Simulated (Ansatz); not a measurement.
Write a Python script for Ansatz 0.2.0 through its Python package that makes a ranking of conformers of C₃H₆O₂, SMILES C=C(O)OC. Level of theory (for the species named): PBE0, def2-SVP basis, multiplicity 1.

`c3h6o2.py`:
```python
import logging
import sys

import ansatz as az
from rdkit import Chem
from rdkit.Chem import AllChem

logging.basicConfig(stream=sys.stdout, format="%(name)s: %(message)s")
logger = logging.getLogger("run")
logger.setLevel(logging.INFO)

BASIS = "def2-SVP"
XC = "pbe0"

rd = Chem.AddHs(Chem.MolFromSmiles("C=C(O)OC"))
ids = list(AllChem.EmbedMultipleConfs(rd, numConfs=20, randomSeed=680, pruneRmsThresh=0.4))
field = [energy for _, energy in AllChem.MMFFOptimizeMoleculeConfs(rd)]
distinct = {round(e, 2): i for i, e in zip(ids, field)}
chosen = sorted(distinct.items())[:4]
found = []
for force_field, index in chosen:
    mol = az.Crystal.molecule()
    for atom, xyz in zip(rd.GetAtoms(), rd.GetConformer(index).GetPositions()):
        mol = mol.atom(atom.GetSymbol(), xyz.round(5).tolist())
    setup = mol.calculation().basis(gaussian=BASIS).functional(XC)
    found.append(setup.run().report["free_energy_ev"])
logger.info("conformer   MMFF (kcal/mol)   this level (kcal/mol)")
for (force_field, index), e in zip(chosen, found):
    logger.info(f"{index:9d} {force_field - chosen[0][0]:17.2f} {23.060548 * (e - min(found)):17.3f}")
```

`python c3h6o2.py` gives:
```text
run: conformer   MMFF (kcal/mol)   this level (kcal/mol)
run:         0              0.00             0.000
run:         2              2.70             4.697
```

The conformers keep their force-field geometries. Wall time of the script: 9.1 s on 1 thread of Arm Neoverse N1 (shared host), peak memory 0.29 GiB.
